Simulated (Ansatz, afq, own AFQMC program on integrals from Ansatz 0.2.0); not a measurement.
# HO (doublet): AFQMC on the coupled-cluster ladder at distance O1–H2 = 2.585 Å, cc-pVDZ

Aim: compute HO (doublet) with auxiliary-field quantum Monte Carlo on the same integrals as coupled cluster, and set the energies side by side.

Program: Ansatz 0.2.0, Gaussian basis, and an in-house AFQMC program (afq) on its integrals; all values are calculated. Level of theory: cc-pVDZ, frozen cores. These are calculated values, not measurements.

The runs, in order: Full CI; PBE (unrestricted); r2SCAN (unrestricted); PBE0 (unrestricted); B3LYP (unrestricted); wB97M-V (unrestricted); B2PLYP (unrestricted); CCSD(T) on UHF; Full CI; Full CI (quartet); CCSDT(Q) on UHF; CCSDTQ on UHF; Phaseless AFQMC, CISD trial on UHF; Phaseless AFQMC, single-determinant trial on UHF; CCSD(T) on ROHF; Full CI; CCSDT(Q) on ROHF; CCSDTQ on ROHF; Phaseless AFQMC, CISD trial on ROHF; Phaseless AFQMC, single-determinant trial on ROHF.

7 further runs of the same task are left out: 7 that didn't finish.

## (1) What is computed

The geometry derives from a PBE0/def2-TZVP stationary point (not a proven minimum). One bond is set to the value named and the two fragments are kept rigid.

2 atoms, charge 0, spin multiplicity 2.

Atoms are counted from 1 here; the program's logs count them from 0.

No contacts short enough for the rule that draws bonds.

## (2) Full CI

File in.yaml:

```yaml
crystal:
  periodic: [false, false, false]
  atoms:
    - {symbol: O, position_ang: [0.000000, 0.000000, 0.000000]}
    - {symbol: H, position_ang: [0.000000, 0.000000, 2.585000]}
basis:
  gaussian: {orbitals: cc-pVDZ}
magnetization: {spin_polarized: false, initial_magnetization: 1}
correlation: {method: fci, electrons: outside_noble_gas}
```

Command:

```console
ansatz run in.yaml --threads 1 --pin off --events-out ev --progress --plain --max-ram 24576MiB --backend cuda --devices 0, --max-vram 18GiB
```

Standard output, cut to the lines that bear on the results:

```text
Functional definition: HF
  name "HF"
  cite "Fock, Z. Phys. 61, 126 (1930) doi:10.1007/BF01340294"
  parent pbe
[...]
256 factors; integrals over basis functions are off by at most 1.1e-7 eV
[...]
mean field -2045.33905894 eV, -75.1648240355 hartree, gradient 9.8e-7 eV, S^2 0.750000; 8 other end points of the search recorded, 0 dependent functions left out
determinant -2045.33905894 eV, -75.1648240355 hartree, with singles and doubles -2049.52952402 eV, -75.3188207867 hartree
determinant -2045.29108588 eV, -75.1630610579 hartree, with singles and doubles -2049.49065294 eV, -75.3173923010 hartree
determinant -2043.30035927 eV, -75.0899032045 hartree, with singles and doubles -2050.60430799 eV, -75.3583183692 hartree
determinant -2043.30035927 eV, -75.0899032045 hartree, with singles and doubles -2051.92114694 eV, -75.4067113080 hartree
unrestricted determinant -2048.78958014 eV, -75.2916283508 hartree, S^2 1.7417
1 core orbitals not correlated: weight in the atoms' cores, before any rotation towards them, 1.000 or more for the frozen orbitals, at most 0.000 for the correlated occupied ones
reference -2045.33905894 eV, -75.1648240355 hartree; 4, 3 occupied and 14, 15 virtual orbitals, 256 factors
state -2052.05393003 eV, -75.4115909964 hartree
1 core orbitals not correlated: weight in the atoms' cores, before any rotation towards them, 1.000 or more for the frozen orbitals, at most 0.000 for the correlated occupied ones
state -2052.05437480 eV, -75.4116073415 hartree
Total energy: -2052.05437480 eV, -75.4116073415 hartree
```

Wall time 13 s (1 × NVIDIA H100 80GB HBM3 with 1 thread of AMD EPYC 7R13 (Zen 3), shared host).

From the report: 624,320 determinants, symmetry B2.

## (3) PBE (unrestricted)

File in.yaml:

```yaml
crystal:
  periodic: [false, false, false]
  atoms:
    - {symbol: O, position_ang: [0.000000, 0.000000, 0.000000]}
    - {symbol: H, position_ang: [0.000000, 0.000000, 2.585000]}
basis:
  gaussian: {orbitals: cc-pVDZ}
magnetization: {spin_polarized: true, initial_magnetization: 1}
hamiltonian: {xc: {name: PBE}}
output: {orbitals: {seedname: orbitals}}
```

Command:

```console
ansatz run in.yaml --threads 1 --pin off --events-out ev --progress --plain --max-ram 8192MiB --backend cpu
```

Standard output, cut to the lines that bear on the results:

```text
Functional definition: PBE
  name "PBE"
  cite "Perdew, Burke & Ernzerhof, Phys. Rev. Lett. 77, 3865 (1996) doi:10.1103/PhysRevLett.77.3865"
  parent pbe
[...]
193 factors; their error is unknown
[...]
mean field -2054.07003617 eV, -75.4856815307 hartree, gradient 3.6e-6 eV, S^2 1.653821; 13 other end points of the search recorded, 0 dependent functions left out
reference -2054.07005687 eV, -75.4856822914 hartree; 5, 4 occupied and 14, 15 virtual orbitals, 193 factors
Total energy: -2054.07005687 eV, -75.4856822914 hartree
```

Run time: 1.5 s. Hardware: 1 thread of AMD EPYC 7R13 (Zen 3), shared host.

From the report: ⟨S²⟩ of the determinant 1.654 (pure doublet: 0.75). The determinant is far from a pure spin state, so its energy mixes those of several spin states (harmless only where they are near-degenerate, as at dissociation).

## (4) r2SCAN (unrestricted)

in.yaml: that of step 3 with these lines changed.

```diff
@@ -8,3 +8,2 @@
 magnetization: {spin_polarized: true, initial_magnetization: 1}
-hamiltonian: {xc: {name: PBE}}
-output: {orbitals: {seedname: orbitals}}
+hamiltonian: {xc: {name: r2SCAN}}
```

Same command.

Standard output, cut to the lines that bear on the results:

```text
Functional definition: r2SCAN
  name "r2SCAN"
  cite "Furness, Kaplan, Ning, Perdew & Sun, J. Phys. Chem. Lett. 11, 8208 (2020) doi:10.1021/acs.jpclett.0c02405"
  cite "Furness, Kaplan, Ning, Perdew & Sun, J. Phys. Chem. Lett. 11, 9248 (2020) doi:10.1021/acs.jpclett.0c03077"
  parent r2scan
[...]
193 factors; their error is unknown
[...]
mean field -2055.43975879 eV, -75.5360179084 hartree, gradient 1.4e-6 eV, S^2 1.684402; 6 other end points of the search recorded, 0 dependent functions left out
reference -2055.43976490 eV, -75.5360181331 hartree; 5, 4 occupied and 14, 15 virtual orbitals, 193 factors
Total energy: -2055.43976490 eV, -75.5360181331 hartree
```

Run time: 3.2 s. Hardware: 1 thread of AMD EPYC 7R13 (Zen 3), shared host.

From the report: ⟨S²⟩ of the determinant 1.684 (pure doublet: 0.75). The determinant is far from a pure spin state, so its energy mixes those of several spin states (harmless only where they are near-degenerate, as at dissociation).

## (5) PBE0 (unrestricted)

in.yaml: that of step 4 with these lines changed.

```diff
@@ -8,2 +8,3 @@
 magnetization: {spin_polarized: true, initial_magnetization: 1}
-hamiltonian: {xc: {name: r2SCAN}}
+hamiltonian: {xc: {name: PBE0}}
+output: {orbitals: {seedname: orbitals}}
```

Same command.

Standard output, cut to the lines that bear on the results:

```text
Functional definition: PBE0
  name "PBE0"
  cite "Adamo & Barone, J. Chem. Phys. 110, 6158 (1999) doi:10.1063/1.478522"
  cite "Perdew, Burke & Ernzerhof, Phys. Rev. Lett. 77, 3865 (1996) doi:10.1103/PhysRevLett.77.3865"
  parent pbe
[...]
172 factors; integrals over basis functions are off by at most 8.0e-4 eV
[...]
mean field -2054.36038575 eV, -75.4963516808 hartree, gradient 3.6e-6 eV, S^2 1.705845; 10 other end points of the search recorded, 0 dependent functions left out
reference -2054.36040182 eV, -75.4963522714 hartree; 5, 4 occupied and 14, 15 virtual orbitals, 172 factors
Total energy: -2054.36040182 eV, -75.4963522714 hartree
```

Run time: 1.8 s. Hardware: 1 thread of AMD EPYC 7R13 (Zen 3), shared host.

From the report: ⟨S²⟩ of the determinant 1.706 (pure doublet: 0.75). The determinant is far from a pure spin state, so its energy mixes those of several spin states (harmless only where they are near-degenerate, as at dissociation).

## (6) B3LYP (unrestricted)

in.yaml: that of step 5 with these lines changed.

```diff
@@ -8,3 +8,2 @@
 magnetization: {spin_polarized: true, initial_magnetization: 1}
-hamiltonian: {xc: {name: PBE0}}
-output: {orbitals: {seedname: orbitals}}
+hamiltonian: {xc: {name: B3LYP}}
```

Same command.

Standard output, cut to the lines that bear on the results:

```text
Functional definition: B3LYP
  name "B3LYP"
  cite "Stephens, Devlin, Chabalowski & Frisch, J. Phys. Chem. 98, 11623 (1994) doi:10.1021/j100096a001"
  cite "Becke, Phys. Rev. A 38, 3098 (1988) doi:10.1103/PhysRevA.38.3098"
  cite "Lee, Yang & Parr, Phys. Rev. B 37, 785 (1988) doi:10.1103/PhysRevB.37.785"
  cite "Vosko, Wilk & Nusair, Can. J. Phys. 58, 1200 (1980) doi:10.1139/p80-159"
[...]
172 factors; integrals over basis functions are off by at most 8.0e-4 eV
[...]
mean field -2056.47610821 eV, -75.5741030473 hartree, gradient 5.7e-6 eV, S^2 1.686975; 6 other end points of the search recorded, 0 dependent functions left out
reference -2056.47625370 eV, -75.5741083937 hartree; 5, 4 occupied and 14, 15 virtual orbitals, 172 factors
Total energy: -2056.47625370 eV, -75.5741083937 hartree
```

Run time: 1.1 s. Hardware: 1 thread of AMD EPYC 7R13 (Zen 3), shared host.

From the report: ⟨S²⟩ of the determinant 1.687 (pure doublet: 0.75). The determinant is far from a pure spin state, so its energy mixes those of several spin states (harmless only where they are near-degenerate, as at dissociation).

## (7) wB97M-V (unrestricted)

in.yaml: that of step 6 with these lines changed.

```diff
@@ -8,2 +8,3 @@
 magnetization: {spin_polarized: true, initial_magnetization: 1}
-hamiltonian: {xc: {name: B3LYP}}
+hamiltonian: {xc: {name: wB97M-V}}
+output: {orbitals: {seedname: orbitals}}
```

Same command.

Standard output, cut to the lines that bear on the results:

```text
Functional definition: wB97M-V
  name "wB97M-V"
  cite "Mardirossian & Head-Gordon, J. Chem. Phys. 144, 214110 (2016) doi:10.1063/1.4952647"
  cite "Becke, J. Chem. Phys. 107, 8554 (1997) doi:10.1063/1.475007"
  cite "Vydrov & Van Voorhis, J. Chem. Phys. 133, 244103 (2010) doi:10.1063/1.3521275"
  # Of w^i u^j: cxij and so on, Table III.
[...]
  gx(w, u) = 1 - cx + cx01*u + cx10*w
[...]
172 factors; integrals over basis functions are off by at most 8.0e-4 eV
45 factors; integrals over basis functions are off by at most 1.2e-4 eV
[...]
mean field -2055.64653452 eV, -75.5436167763 hartree, gradient 3.2e-6 eV, S^2 1.708596; 2 other end points of the search recorded, 0 dependent functions left out
reference -2055.64655280 eV, -75.5436174482 hartree; 5, 4 occupied and 14, 15 virtual orbitals, 172 factors
Total energy: -2055.64655280 eV, -75.5436174482 hartree
```

It took 1.7 s on 1 thread of AMD EPYC 7R13 (Zen 3), shared host.

From the report: ⟨S²⟩ of the determinant 1.709 (pure doublet: 0.75). The determinant is far from a pure spin state, so its energy mixes those of several spin states (harmless only where they are near-degenerate, as at dissociation).

## (8) B2PLYP (unrestricted)

in.yaml: that of step 7 with these lines changed.

```diff
@@ -8,3 +8,3 @@
 magnetization: {spin_polarized: true, initial_magnetization: 1}
-hamiltonian: {xc: {name: wB97M-V}}
-output: {orbitals: {seedname: orbitals}}
+hamiltonian: {xc: {name: B2PLYP}}
+correlation: {electrons: outside_noble_gas}
```

Launched as before.

Standard output, cut to the lines that bear on the results:

```text
Functional definition: B2PLYP
  name "B2PLYP"
  cite "Grimme, J. Chem. Phys. 124, 034108 (2006) doi:10.1063/1.2148954"
  cite "Becke, Phys. Rev. A 38, 3098 (1988) doi:10.1103/PhysRevA.38.3098"
  cite "Lee, Yang & Parr, Phys. Rev. B 37, 785 (1988) doi:10.1103/PhysRevB.37.785"
[...]
172 factors; integrals over basis functions are off by at most 8.0e-4 eV
[...]
mean field -2053.97308011 eV, -75.4821184612 hartree, gradient 2.9e-6 eV, S^2 1.725195; 10 other end points of the search recorded, 0 dependent functions left out
1 core orbitals not correlated: weight in the atoms' cores, before any rotation towards them, 1.000 or more for the frozen orbitals, at most 0.000 for the correlated occupied ones
reference -2053.97317364 eV, -75.4821218983 hartree; 4, 3 occupied and 14, 15 virtual orbitals, 172 factors
second order -3.27074163 eV of doubles, -0.00000000 eV of singles
Total energy: -2054.85627388 eV, -75.5145752335 hartree
```

Run time: 1.7 s. Hardware: 1 thread of AMD EPYC 7R13 (Zen 3), shared host.

From the report: ⟨S²⟩ of the determinant 1.725 (pure doublet: 0.75). The determinant is far from a pure spin state, so its energy mixes those of several spin states (harmless only where they are near-degenerate, as at dissociation).

## (9) CCSD(T) on UHF

in.yaml: that of step 8 with these lines changed.

```diff
@@ -8,3 +8,2 @@
 magnetization: {spin_polarized: true, initial_magnetization: 1}
-hamiltonian: {xc: {name: B2PLYP}}
-correlation: {electrons: outside_noble_gas}
+correlation: {method: ccsd_t, electrons: outside_noble_gas, hamiltonian_folder: ham}
```

Command:

```console
ansatz run in.yaml --threads 1 --pin off --events-out ev --progress --plain --max-ram 24576MiB --backend cuda --devices 0, --max-vram 18GiB
```

Standard output, cut to the lines that bear on the results:

```text
Functional definition: HF
  name "HF"
  cite "Fock, Z. Phys. 61, 126 (1930) doi:10.1007/BF01340294"
  parent pbe
[...]
172 factors; integrals over basis functions are off by at most 8.0e-4 eV
[...]
mean field -2048.78957470 eV, -75.2916281509 hartree, gradient 1.8e-6 eV, S^2 1.741720; 19 other end points of the search recorded, 0 dependent functions left out
[...]
1 core orbitals not correlated: weight in the atoms' cores, before any rotation towards them, 1.000 or more for the frozen orbitals, at most 0.000 for the correlated occupied ones
reference -2048.78957470 eV, -75.2916281509 hartree; 4, 3 occupied and 14, 15 virtual orbitals, 172 factors
second order -2.78834695 eV of doubles, -0.00000000 eV of singles
cycle   1  -3.20397695 eV  change    1.8e-6 eV  update   2.4e-6
perturbative correction -0.02281023 eV, -0.0008382604 hartree
Total energy: -2052.01636188 eV, -75.4102103926 hartree
```

Run time: 16 s. Hardware: 1 × NVIDIA H100 80GB HBM3 with 1 thread of AMD EPYC 7R13 (Zen 3), shared host.

From the report: ⟨S²⟩ of the determinant 1.742 (pure doublet: 0.75); correlation -3.2268 eV; T1 0.007; largest double amplitude 0.05. The determinant is far from a pure spin state, so its energy mixes those of several spin states (harmless only where they are near-degenerate, as at dissociation).

This run also writes the integrals to the folder ham.

## (10) Full CI

File in.yaml:

```yaml
hamiltonian:
  integrals:
    folder: ../ham
correlation: {method: fci}
```

Same command.

Standard output:

```text
Functional definition: HF
  name "HF"
  cite "Fock, Z. Phys. 61, 126 (1930) doi:10.1007/BF01340294"
  parent pbe
  exchange = exact_x
  correlation = 0
reference -2048.78957470 eV, -75.2916281509 hartree; 4, 3 occupied and 14, 15 virtual orbitals, 172 factors
state -2052.05520963 eV, -75.4116380208 hartree
Total energy: -2052.05520963 eV, -75.4116380208 hartree
```

Run time: 16 s. Hardware: 1 × NVIDIA H100 80GB HBM3 with 1 thread of AMD EPYC 7R13 (Zen 3), shared host.

From the report: 624,320 determinants.

## (11) Full CI (quartet)

File in.yaml:

```yaml
crystal:
  periodic: [false, false, false]
  atoms:
    - {symbol: O, position_ang: [0.000000, 0.000000, 0.000000]}
    - {symbol: H, position_ang: [0.000000, 0.000000, 2.585000]}
basis:
  gaussian: {orbitals: cc-pVDZ}
magnetization: {spin_polarized: false, initial_magnetization: 3}
correlation: {method: fci, electrons: outside_noble_gas}
```

The command is unchanged.

Standard output, cut to the lines that bear on the results:

```text
Functional definition: HF
  name "HF"
  cite "Fock, Z. Phys. 61, 126 (1930) doi:10.1007/BF01340294"
  parent pbe
[...]
257 factors; integrals over basis functions are off by at most 1.1e-7 eV
[...]
mean field -2048.63040681 eV, -75.2857788389 hartree, gradient 1.0e-6 eV, S^2 3.750000; 7 other end points of the search recorded, 0 dependent functions left out
[...]
determinant -2048.59723120 eV, -75.2845596577 hartree, with singles and doubles -2051.91138029 eV, -75.4063523902 hartree
1 core orbitals not correlated: weight in the atoms' cores, before any rotation towards them, 1.000 or more for the frozen orbitals, at most 0.000 for the correlated occupied ones
reference -2048.63040681 eV, -75.2857788389 hartree; 5, 2 occupied and 13, 16 virtual orbitals, 257 factors
state -2051.98817884 eV, -75.4091746848 hartree
Total energy: -2051.98817884 eV, -75.4091746848 hartree
```

Wall time 17 s (1 × NVIDIA H100 80GB HBM3 with 1 thread of AMD EPYC 7R13 (Zen 3), shared host).

From the report: 329,284 determinants, symmetry A2.

## (12) CCSDT(Q) on UHF

File in.yaml:

```yaml
crystal:
  periodic: [false, false, false]
  atoms:
    - {symbol: O, position_ang: [0.000000, 0.000000, 0.000000]}
    - {symbol: H, position_ang: [0.000000, 0.000000, 2.585000]}
basis:
  gaussian: {orbitals: cc-pVDZ}
magnetization: {spin_polarized: true, initial_magnetization: 1}
correlation: {method: ccsdt_q, electrons: outside_noble_gas}
```

The command is unchanged.

Standard output, cut to the lines that bear on the results:

```text
Functional definition: HF
  name "HF"
  cite "Fock, Z. Phys. 61, 126 (1930) doi:10.1007/BF01340294"
  parent pbe
[...]
256 factors; integrals over basis functions are off by at most 1.1e-7 eV
[...]
mean field -2048.78958014 eV, -75.2916283508 hartree, gradient 1.8e-6 eV, S^2 1.741720; 19 other end points of the search recorded, 0 dependent functions left out
[...]
reference -2048.78958014 eV, -75.2916283508 hartree; 4, 3 occupied and 14, 15 virtual orbitals, 256 factors
second order -2.78835348 eV of doubles, -0.00000000 eV of singles
cycle   1  -3.11984602 eV  change   -3.3e-1 eV  update   2.6e-2
[...]
cycle  32  -3.25814600 eV  change   -9.8e-8 eV  update   7.7e-8
perturbative correction -0.00636601 eV, -0.0002339466 hartree
Total energy: -2052.05409215 eV, -75.4115969544 hartree
```

Run time: 18 s. Hardware: 1 × NVIDIA H100 80GB HBM3 with 1 thread of AMD EPYC 7R13 (Zen 3), shared host.

From the report: ⟨S²⟩ of the determinant 1.742 (pure doublet: 0.75); correlation -3.2645 eV; T1 0.024; largest double amplitude 0.40. The determinant is far from a pure spin state, so its energy mixes those of several spin states (harmless only where they are near-degenerate, as at dissociation).

## (13) CCSDTQ on UHF

in.yaml: that of step 12 with these lines changed.

```diff
@@ -8,2 +8,2 @@
 magnetization: {spin_polarized: true, initial_magnetization: 1}
-correlation: {method: ccsdt_q, electrons: outside_noble_gas}
+correlation: {method: ccsdtq, electrons: outside_noble_gas}
```

Same command.

Standard output, cut to the lines that bear on the results:

```text
Functional definition: HF
  name "HF"
  cite "Fock, Z. Phys. 61, 126 (1930) doi:10.1007/BF01340294"
  parent pbe
[...]
256 factors; integrals over basis functions are off by at most 1.1e-7 eV
[...]
mean field -2048.78958014 eV, -75.2916283508 hartree, gradient 1.8e-6 eV, S^2 1.741720; 19 other end points of the search recorded, 0 dependent functions left out
[...]
1 core orbitals not correlated: weight in the atoms' cores, before any rotation towards them, 1.000 or more for the frozen orbitals, at most 0.000 for the correlated occupied ones
reference -2048.78958014 eV, -75.2916283508 hartree; 4, 3 occupied and 14, 15 virtual orbitals, 256 factors
second order -2.78835348 eV of doubles, -0.00000000 eV of singles
cycle   1  -3.11984662 eV  change   -3.3e-1 eV  update   2.6e-2
[...]
cycle  33  -3.26500373 eV  change   -1.4e-7 eV  update   4.9e-7
Total energy: -2052.05458388 eV, -75.4116150249 hartree
```

Run time: 24 s. Hardware: 1 × NVIDIA H100 80GB HBM3 with 1 thread of AMD EPYC 7R13 (Zen 3), shared host.

From the report: ⟨S²⟩ of the determinant 1.742 (pure doublet: 0.75); correlation -3.2650 eV; T1 0.026; largest double amplitude 0.46. The determinant is far from a pure spin state, so its energy mixes those of several spin states (harmless only where they are near-degenerate, as at dissociation).

## (14) Phaseless AFQMC, CISD trial on UHF

It reads the integrals that the CCSD(T) run on this determinant wrote.

Command:

```console
afq ham --method phaseless --trial cisd --walkers 4000 --populations 20 --least-time 60 --time-step 0.005 --steps-per-block 50 --equilibration-blocks 40 --max-blocks 4000 --target-error 0.00032 --factor-cut 1e-05 --start spin_pure --seed 4831 --release-times 0.24,0.51,0.99,1.62,2.4 --release-step 0.03 --release-every 3 --taylor-order 6
```

Standard output:

```text
orbitals 18  electrons 4 3  factors 94 of 172
reference energy -75.29162815 Eh
CCSD correlation -0.11774393 Eh in 16 cycles, weight of the determinant in the CISD state 0.9688
energy of the start -75.405016 Eh
 block  time / (1/Eh)  mean weight  energy / Eh
     1     0.250  1.0001  -75.408496
     2     0.500  1.0001  -75.410218
     3     0.750  1.0000  -75.411265
     4     1.000  1.0000  -75.411832
     5     1.250  0.9998  -75.411683
     6     1.500  1.0002  -75.411651
     7     1.750  0.9998  -75.411489
     8     2.000  1.0002  -75.411483
     9     2.250  0.9998  -75.411801
    10     2.500  1.0000  -75.411588
    11     2.750  0.9997  -75.411671
    13     3.250  0.9999  -75.411594
    15     3.750  0.9999  -75.412054
    17     4.250  1.0001  -75.411940
    19     4.750  0.9998  -75.411980
    21     5.250  1.0001  -75.411534
    23     5.750  1.0000  -75.411647
    25     6.250  1.0001  -75.411720
    27     6.750  0.9996  -75.411862
    29     7.250  1.0000  -75.411647
    31     7.750  1.0001  -75.411799
    33     8.250  0.9998  -75.411924
    35     8.750  1.0002  -75.411528
    37     9.250  1.0000  -75.411729
    39     9.750  0.9997  -75.411439
    41    10.250  0.9997  -75.411366
    43    10.750  1.0003  -75.411500
    45    11.250  1.0002  -75.411686
    47    11.750  0.9999  -75.411567
    49    12.250  0.9999  -75.411653
    51    12.750  1.0001  -75.411359
    53    13.250  1.0002  -75.411867
    55    13.750  1.0000  -75.411901
    57    14.250  1.0000  -75.411952
    59    14.750  1.0002  -75.411700
    61    15.250  0.9997  -75.411586
    63    15.750  1.0000  -75.411228
    65    16.250  0.9996  -75.411404
    67    16.750  0.9997  -75.411039
    69    17.250  1.0000  -75.411442
    71    17.750  1.0000  -75.411453
    73    18.250  0.9998  -75.411727
    75    18.750  0.9998  -75.411513
    77    19.250  0.9998  -75.414526
    79    19.750  1.0003  -75.411541
    81    20.250  0.9999  -75.411535
    83    20.750  1.0002  -75.411363
    85    21.250  0.9999  -75.411668
    87    21.750  1.0005  -75.411372
    89    22.250  1.0002  -75.411508
error from the spread of 20 populations
released: time / (1/Eh)  energy / Eh  error  mean overlap
  0.24  -75.411663  0.000045  0.9979
  0.51  -75.411653  0.000036  0.9985
  0.99  -75.411704  0.000035  0.9961
  1.62  -75.411692  0.000033  0.9973
  2.40  -75.411733  0.000044  1.0042
energy -75.411591 +/- 0.000071 Eh
```

Run time: 26 s. Hardware: 1 × NVIDIA H100 80GB HBM3 with 2 threads of AMD EPYC 7R13 (Zen 3), shared host.

Energy -2052.0539 ± 0.0019 eV. Caveats: constraint bias not in the error.

[end of part 1 of 2]
